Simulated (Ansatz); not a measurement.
in.yaml

```yaml
crystal:
  periodic: [false, false, false]
  atoms:
    - {symbol: Si, position_ang: [0.000000, 0.000000, 0.000000]}
    - {symbol: Ge, position_ang: [0.000000, 0.000000, 2.463500]}
basis:
  gaussian: {orbitals: aug-cc-pVTZ}
magnetization: {spin_polarized: true, initial_magnetization: 2}
correlation: {method: ccsdt_q, electrons: outside_noble_gas}
```

```sh
$ ansatz run in.yaml --threads 2 --pin off --events-out ev --progress --plain --max-ram 16896MiB --backend cuda --devices 0, --max-vram 18GiB
```

Log:

```
1177 factors; integrals over basis functions are off by at most 1.7e-7 eV
mean field evaluation 1: about -64333.7217 eV, gradient 5.0e0 eV
mean field evaluation 2: about -64333.8350 eV, gradient 5.0e0 eV
mean field evaluation 4: about -64334.2647 eV, gradient 1.1e0 eV
mean field evaluation 8: about -64334.2854 eV, gradient 8.0e-2 eV
mean field evaluation 16: about -64334.7697 eV, gradient 1.1e-1 eV
mean field evaluation 32: about -64335.0089 eV, gradient 1.7e-1 eV
mean field evaluation 64: about -64334.2513 eV, gradient 1.4e0 eV
mean field evaluation 96: about -64334.2807 eV, gradient 8.1e-2 eV
mean field evaluation 128: about -64334.7875 eV, gradient 3.0e-1 eV
mean field evaluation 160: about -64334.7703 eV, gradient 3.5e-2 eV
...
cycle   8  -5.40758993 eV  change   -2.8e-4 eV  update   3.9e-4
cycle   9  -5.40800831 eV  change   -4.2e-4 eV  update   1.8e-4
cycle  10  -5.40783474 eV  change    1.7e-4 eV  update   7.4e-5
cycle  11  -5.40783471 eV  change    2.7e-8 eV  update   3.7e-5
cycle  12  -5.40784410 eV  change   -9.4e-6 eV  update   1.9e-5
cycle  13  -5.40785570 eV  change   -1.2e-5 eV  update   1.1e-5
cycle  14  -5.40786929 eV  change   -1.4e-5 eV  update   5.9e-6
cycle  15  -5.40786866 eV  change    6.3e-7 eV  update   3.1e-6
cycle  16  -5.40786584 eV  change    2.8e-6 eV  update   1.8e-6
cycle  17  -5.40786587 eV  change   -3.0e-8 eV  update   8.7e-7
perturbative correction -0.02827375 eV, -0.0010390411 hartree
Total energy: -64340.44640637 eV, -2364.4677939133 hartree
```

Ran on 2 threads of AMD EPYC 7R13 with a shared H100 80 GB, shared host: 41 s wall, 0.96 GiB peak host memory.
